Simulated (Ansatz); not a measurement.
## How the elastic constant C13 of 2H-SiC moves with the method

No measured value is used here.

Task: Put these levels in order of the elastic constant C13 that they give for 2H-SiC, smallest first: HSE06 (Ansatz, an electronic-structure program), Hartree–Fock (Ansatz), LDA (Ansatz).

Result: Hartree–Fock (43.7 GPa), HSE06 (56.8 GPa), LDA (59.6 GPa)

Unless a cell is named, each level is at its own relaxed cell (LDA 10.14, HSE06 10.28, Hartree–Fock 10.41 Å³/atom).

Each level is taken at its own relaxed cell. K meshes differ between the levels. Ansatz's density-functional and Hartree–Fock values are scalar-relativistic unless marked +SOC, with PAW data made under PBE.
